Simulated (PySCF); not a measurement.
Ionisation energy of H by level of theory

H 1s1 (2S) → H+ (bare nucleus), as a difference of total energies. Calculation: PySCF 2.14, in x2c-QZVPPall (4s3p2d1f, 30 functions); the spin-free X2C one-electron Hamiltonian (Gaussian nucleus). The calculations carry no spin-orbit coupling.

```json
{"method": "UHF", "ionisation energy (eV)": "13.605"}
{"method": "LDA", "ionisation energy (eV)": "13.024"}
{"method": "PBE", "ionisation energy (eV)": "13.604"}
{"method": "PBE0", "ionisation energy (eV)": "13.641"}
{"method": "r2SCAN", "ionisation energy (eV)": "13.610"}
{"method": "revPBE", "ionisation energy (eV)": "13.727"}
{"method": "B97-3", "ionisation energy (eV)": "13.711"}
{"method": "HSE06", "ionisation energy (eV)": "13.646"}
{"method": "CAM-B3LYP", "ionisation energy (eV)": "13.580"}
{"method": "ROHF", "ionisation energy (eV)": "13.605"}
```

For comparison: 13.598 eV (theoretical estimate listed by NIST; NIST Atomic Spectra Database, ionization energies).
